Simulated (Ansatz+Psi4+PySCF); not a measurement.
Values are calculated unless marked as measured or tabulated.
A run of Psi4 1.11 on doublet H₂S(+) at this shape:

```xyz
3

S     0.3000    0.3000    0.3000
H    -0.4587    0.6653    1.3679
H    -0.5055    0.9471   -0.5843
```

Its results:

```json
{
  "Converged": "yes",
  "Reference energy": "-398.37066 hartree",
  "Correlation energy": "-0.15677 hartree",
  "Total energy": "-398.52743 hartree",
  "Spin squared of the determinant": "0.750",
  "Occupied orbitals by symmetry in an Abelian subgroup (alpha; beta)": "5 A1 2 B1 2 B2; 5 A1 1 B1 2 B2"
}
```

Task: Which input gives this output? Name the method, the orbitals and the basis set, and write the input.

Result: ROHF-MP2 in cc-pVTZ on H; cc-pV(T+d)Z on S.

```
molecule {
1 2
S 0.300000 0.300000 0.300000
H -0.458730 0.665260 1.367950
H -0.505540 0.947140 -0.584270
}

basis {
assign H cc-pVTZ
assign S cc-pV(T+d)Z
}
set reference rohf
set scf_type pk
set mp2_type conv
set cc_type conv
set num_frozen_docc 5
energy('mp2')
```
